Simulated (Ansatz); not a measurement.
Abridged output of a molecular run in Ansatz:

```
Functional definition: HF
1364 factors; integrals over basis functions are off by at most 7.9e-4 eV
mean field evaluation 1: about -6904.7430 eV, gradient 3.5e1 eV
mean field evaluation 2: about -6905.0015 eV, gradient 3.5e1 eV
mean field evaluation 4: about -6908.2758 eV, gradient 4.3e0 eV
mean field evaluation 8: about -6908.3431 eV, gradient 2.8e-1 eV
mean field -6908.34371894 eV, -253.8769490274 hartree, gradient 3.8e-6 eV, S^2 0.000000; 0 other end points of the search recorded, 0 dependent functions left out; unrestricted orbitals would lower it
5 core orbitals not correlated: weight in the atoms' cores, before any rotation towards them, 1.000 or more for the frozen orbitals, at most 0.000 for the correlated occupied ones
reference -6908.34371894 eV, -253.8769490274 hartree; 14, 14 occupied and 206, 206 virtual orbitals, 1364 factors
second order -24.11581262 eV of doubles, -0.00000000 eV of singles
cycle   1  -24.25350742 eV  change   -1.4e-1 eV  update   1.1e-1
cycle   2  -24.82596982 eV  change   -5.7e-1 eV  update   3.5e-2
cycle   3  -24.97703033 eV  change   -1.5e-1 eV  update   1.8e-2
cycle   4  -24.97017408 eV  change    6.9e-3 eV  update   5.0e-3
cycle   5  -24.96852717 eV  change    1.6e-3 eV  update   2.2e-3
cycle   6  -24.96980270 eV  change   -1.3e-3 eV  update   6.4e-4
cycle   7  -24.96978669 eV  change    1.6e-5 eV  update   2.9e-4
cycle   8  -24.96961395 eV  change    1.7e-4 eV  update   1.2e-4
cycle   9  -24.96963965 eV  change   -2.6e-5 eV  update   5.2e-5
cycle  10  -24.96965137 eV  change   -1.2e-5 eV  update   1.5e-5
perturbative correction -1.06997182 eV, -0.0393207390 hartree
Total energy: -6934.38334212 eV, -254.8338875292 hartree
```

Its atoms:

Z-matrix (Å, degrees):
```
C
C 1 1.332
H 1 1.083 2 121.4
H 1 1.085 2 121.5 3 180.0
C 2 1.446 1 123.7 3 -180.0
H 2 1.086 1 119.6 3 0.0
C 5 1.328 2 125.1 1 180.0
H 5 1.085 2 118.6 1 -0.0
F 7 1.337 5 122.3 2 0.0
H 7 1.083 5 125.4 2 -180.0
```

Which basis set was used?
A. cc-pV(Q+d)Z
B. def2-TZVPP
C. def2-TZVPPD
D. cc-pV(D+d)Z

B. It gives 225 functions.

Write the keys of the input that set method, charge and spin (a neutral closed shell needs none for the last two).


```yaml
correlation: {method: ccsd_t}
```
